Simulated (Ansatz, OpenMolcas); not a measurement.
From Ansatz to OpenMolcas

This Ansatz 0.2.0 job computes NH2 (SMILES [NH2]):

molecule.yaml:
```yaml
crystal:
  periodic: [false, false, false]
  atoms:
    - {symbol: "N", position_ang: [0.337090, -0.200010, 0.166180]}
    - {symbol: H, position_ang: [0.130750, 0.805920, 0.159430]}
    - {symbol: H, position_ang: [-0.467840, -0.605900, -0.325600]}
basis:
  gaussian:
    orbitals: STO-3G
output:
  orbitals: {seedname: orbitals}
accuracy: high
total_charge: 0
hamiltonian:
  xc: hf
magnetization:
  spin_polarized: true
  initial_magnetization: 1
```

```bash
$ ansatz run molecule.yaml --threads 1 --pin off --max-ram 3480MiB --events-out events.jsonl --progress --plain --runs-dir runs
```

Geometry: relaxed at PBE0-D4/def2-TZVP.

It gives a total energy of -54.837324 Eh.

Question: How is this level of theory, on these atoms, set up in OpenMolcas 26.06 as an input file of the program's own, asking for the gradient?

Answer: This input was run:

test.inp:
```
* H2N Hartree-Fock
&GATEWAY
BasLib=$CurrDir
Coord
3
angstrom
N        0.337090      -0.200010       0.166180
H        0.130750       0.805920       0.159430
H       -0.467840      -0.605900      -0.325600
Basis=STO-3G
Group=NoSym
&SEWARD
&SCF
UHF
Spin=2
Thresholds=1e-10 1e-07 1e-07 1e-05
PrOrbitals=1 1
&ALASKA
```

```bash
$ export MOLCAS_MEM=1860
$ pymolcas test.inp > test.log
```

(Basis files named in the input come from the Basis Set Exchange and aren't shown.)

Its energy is -54.837324 Eh, the same as the first but for the last digit, at most.
